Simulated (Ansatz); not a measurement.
Cost and result up the ladder for MgMeCl (CH3ClMg) (6 atoms). Charge 0, multiplicity 1. Geometry: r2SCAN-D4/def2-TZVP.

```xyz
6

Mg    0.521    0.121    1.092
C    -0.379   -0.077   -0.760
H    -1.324    0.470   -0.819
H    -0.598   -1.124   -0.991
H     0.264    0.301   -1.561
Cl    1.517    0.309    3.039
```

Ansatz on 4 threads of Arm Neoverse V1 on a shared host. Times are rough, and most runs start from the orbitals of an earlier one. r2SCAN0-D4/def2-TZVP serves as the yardstick here, not as an exact answer. Differences are given only for rows in sets of like size (and for xTB, whose basis is part of the method), since another set adds its own error. Binding counts from free atoms at the same level (Mg singlet, C triplet, H doublet, Cl doublet; other spins of the atoms weren't run), without zero-point energy or a counterpoise term.

LC-ωPBE has ω = 0.4 bohr⁻¹. B3LYP takes the VWN-RPA correlation. Correlated methods freeze 7 core orbitals; core or outer-core shells of Mg are correlated, in sets that lack core-valence functions.

Correlated methods converge slowly with the basis.

```json
{"level": "HF/STO-3G", "functions": "26", "wall time": "0.1 s", "binding energy per atom (eV)": "3.72", "difference from r2SCAN0-D4/def2-TZVP (eV)": "–"}
{"level": "HF/def2-TZVP", "functions": "118", "wall time": "0.4 s", "binding energy per atom (eV)": "2.49", "difference from r2SCAN0-D4/def2-TZVP (eV)": "-0.76"}
{"level": "PBE-D4/def2-SVP", "functions": "65", "wall time": "0.45 s", "binding energy per atom (eV)": "3.29", "difference from r2SCAN0-D4/def2-TZVP (eV)": "–"}
{"level": "B3LYP-D4/6-31G", "functions": "41", "wall time": "0.45 s", "binding energy per atom (eV)": "3.13", "difference from r2SCAN0-D4/def2-TZVP (eV)": "–"}
{"level": "MP2/def2-TZVP", "functions": "118", "wall time": "0.5 s", "binding energy per atom (eV)": "3.18", "difference from r2SCAN0-D4/def2-TZVP (eV)": "-0.07"}
{"level": "PBE-D4/def2-TZVP (with forces)", "functions": "118", "wall time": "0.85 s", "binding energy per atom (eV)": "3.27", "difference from r2SCAN0-D4/def2-TZVP (eV)": "0.03"}
{"level": "LC-ωPBE/def2-TZVP", "functions": "118", "wall time": "0.9 s", "binding energy per atom (eV)": "3.25", "difference from r2SCAN0-D4/def2-TZVP (eV)": "0.00"}
{"level": "PBE0-D4/def2-TZVP", "functions": "118", "wall time": "1.1 s", "binding energy per atom (eV)": "3.24", "difference from r2SCAN0-D4/def2-TZVP (eV)": "0.00"}
{"level": "PBE0-D4/def2-TZVPD", "functions": "145", "wall time": "1.1 s", "binding energy per atom (eV)": "3.24", "difference from r2SCAN0-D4/def2-TZVP (eV)": "0.00"}
{"level": "r2SCAN-D4/def2-TZVP", "functions": "118", "wall time": "1.6 s", "binding energy per atom (eV)": "3.28", "difference from r2SCAN0-D4/def2-TZVP (eV)": "0.04"}
{"level": "r2SCAN0-D4/def2-TZVP", "functions": "118", "wall time": "1.6 s", "binding energy per atom (eV)": "3.24", "difference from r2SCAN0-D4/def2-TZVP (eV)": "0.00"}
{"level": "r2SCANh-D4/def2-TZVP", "functions": "118", "wall time": "1.8 s", "binding energy per atom (eV)": "3.27", "difference from r2SCAN0-D4/def2-TZVP (eV)": "0.02"}
{"level": "r2SCAN-D4/def2-TZVPD", "functions": "145", "wall time": "2.1 s", "binding energy per atom (eV)": "3.28", "difference from r2SCAN0-D4/def2-TZVP (eV)": "0.04"}
{"level": "CCSD(T)/def2-TZVPD", "functions": "145", "wall time": "13 s", "binding energy per atom (eV)": "3.14", "difference from r2SCAN0-D4/def2-TZVP (eV)": "-0.10"}
```
